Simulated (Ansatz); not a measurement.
## ZrMo3: from a trial structure to a relaxed crystal

The calculation used DFT PBE, scalar-relativistic, plane waves, PAW (Ansatz). Cutoff 420 eV, Γ-centred k mesh, Gaussian smearing, no spin polarisation in the final step.

ZrMo3 was placed on the TiAl3 (D0_22) structure type (I4/mmm, No. 139), with Zr in place of Ti, Mo in place of Al, at a guessed volume.

```yaml
crystal:
  lattice:
    - [-1.89225, 1.89225, 4.22685]
    - [1.89225, -1.89225, 4.22685]
    - [1.89225, 1.89225, -4.22685]
  atoms:
    - { symbol: Zr, position: [0.00000, 0.00000, 0.00000] }
    - { symbol: Mo, position: [0.50000, 0.50000, 0.00000] }
    - { symbol: Mo, position: [0.25000, 0.75000, 0.50000] }
    - { symbol: Mo, position: [0.75000, 0.25000, 0.50000] }
```

Cell and atoms relax at zero pressure; the relaxation can't lower the symmetry of the start. After a coarse first stage the cell is made exact in the group found at 0.06 Å.

The zero of energy is the elements' standard structures at the same level; no fitted shifts are applied.

**Question.** Describe the relaxed structure.

**Answer.** It keeps I4/mmm (No. 139). The result has the TiAl3 (D0_22) structure. Conventional cell: a = 3.802 Å, c = 9.660 Å. Zr has 4 Mo at 2.69 Å and 8 Mo at 3.07 Å; Mo on Wyckoff site b (1 atom of the primitive cell) has 4 Zr at 2.69 Å and 8 Mo at 3.07 Å; Mo on Wyckoff site d (2 atoms of the primitive cell) has 4 Mo at 2.69 Å, 4 Mo at 3.07 Å and 4 Zr at 3.07 Å.

```
Zr Mo
1.0
    -1.90120    1.90120    4.82994
     1.90120   -1.90120    4.82994
     1.90120    1.90120   -4.82994
Zr Mo
1 3
Direct
  0.00000 0.00000 0.00000
  0.50000 0.50000 0.00000
  0.25000 0.75000 0.50000
  0.75000 0.25000 0.50000
```

**Question.** What are its volume, energy, density and gap?

**Answer.** The volume per atom is 17.46 Å³. The density is 9.01 g/cm³. The energy over the elements is 0.26 eV/atom. The gap on the 18×18×18 mesh is 0 eV (a metal).

The final run used a 18×18×18 mesh on its 4-atom cell and 0.10 eV smearing. For metals, differences of a few meV/atom aren't resolved. A structure relaxed within its symmetry needn't be a true minimum.

Cost: 3 runs of about 5 core-minutes in all, on Arm Neoverse V1 (shared hosts).